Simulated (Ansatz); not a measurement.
HSiAl, triplet: reading a ladder of total energies

Geometry: a PBE0/def2-TZVP stationary point for this spin, not checked as a minimum.

```tsv
atom	x (Å)	y (Å)	z (Å)
Si	0.0000	-0.0360	1.1654
Al	0.0000	-0.0118	-1.2249
H	0.0000	1.3177	0.3154
```

Basis cc-pVDZ; Ansatz 0.2.0. Only valence electrons are correlated (noble-gas cores frozen), which leaves 8 electrons in 31 orbitals. R marks a restricted (for open shells ROHF) determinant, U an unrestricted one.

Full CI isn't at hand for all of this; UCCSDT(Q) serves as the reference, and is uncertain by the last step of the cluster series or more.

UCCSD has a T1 diagnostic of 0.037 and a largest doubles amplitude of 0.08.

Runs differ by some tens of microhartree through their thresholds and, for an open shell, their frozen cores, so steps under 0.03 kcal/mol mean nothing.

| level | total energy (hartree) |
| --- | --- |
| UHF | -531.357421 |
| UMP2 | -531.475291 |
| UCCSD | -531.510428 |
| UCCSD(T) | -531.516886 |
| UCCSDT | -531.518529 |
| UCCSDT(Q) | -531.518975 |

Problem. What is the correlation energy at UCCSDT(Q), and what share of it do UMP2 and UCCSD(T) recover?

Solution. E(corr) = -531.518975 − (-531.357421) = -0.161554 hartree = -4.396 eV. UMP2: -0.117870 / -0.161554 = 72.96 %. UCCSD(T): -0.159465 / -0.161554 = 98.71 %.

Problem. By how many kcal/mol does UCCSD(T) miss UCCSDT(Q) (1 hartree = 627.509 kcal/mol), and which steps make up the rest?

Solution. -531.516886 − (-531.518975) = 0.002089 hartree = 1.31 kcal/mol. Steps: UCCSDT − UCCSD(T) = -1.03, UCCSDT(Q) − UCCSDT = -0.28 kcal/mol. Differences between like states or geometries often cancel part of this.
